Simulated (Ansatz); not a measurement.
## Basis or method: triplet less singlet of HAl–Ga–F

HAl–Ga–F, singlet; coordinates (Å): Al 0.000 -0.316 2.308; Ga 0.000 0.240 -0.387; F 0.000 -0.498 -1.996; H 0.000 1.298 2.638. Quantity: triplet less singlet, vertical.

Ansatz 0.2.0, basis cc-pVDZ or cc-pVTZ; geometries are PBE0/def2-TZVP minima. Wave-function levels freeze the cores with the filled d shells of p-block atoms; HF, MP2 and coupled cluster are restricted for singlets and unrestricted otherwise, restricted open-shell where a d shell is frozen, Kohn–Sham unrestricted where that lies lower. The reference is CCSDT(Q) (coupled cluster only where its series has nearly closed). Semilocal and hybrid functionals correlate all electrons outside any core potential and usually lie nearer their basis limit than the reference, so part of their error here is the reference's basis and frozen-core error; RPA and the MP2 part of double hybrids freeze the same cores as the reference. None of these values is a measured one. Energies are electronic, without zero-point terms. No spin–orbit coupling and no scalar relativity. The species are chosen: bound, without strong static correlation by their natural occupations or amplitudes, in their lowest spin state as far as vertical gaps and like structures tell, and with a ladder that closes on the reference, so errors are smaller than for species at large; levels whose determinant breaks symmetry or spin markedly are left out.

```csv
level,cc-pVDZ (kcal/mol),cc-pVTZ (kcal/mol)
reference,30.9 (CCSDT(Q)),31.2 (CCSDT(Q))
MP2,28.0,29.2
CCSD(T),31.0,31.3
CCSDT,30.8,31.0
PBE,27.7,27.8
B3LYP,32.4,32.6
B2PLYP,31.9,32.3
RPA-PBE,31.2,30.9
```

From cc-pVDZ to cc-pVTZ the reference moves by 0.3 kcal/mol and PBE by 0.1; the step from CCSD(T) to the reference is -0.1 in the first and -0.1 in the last.
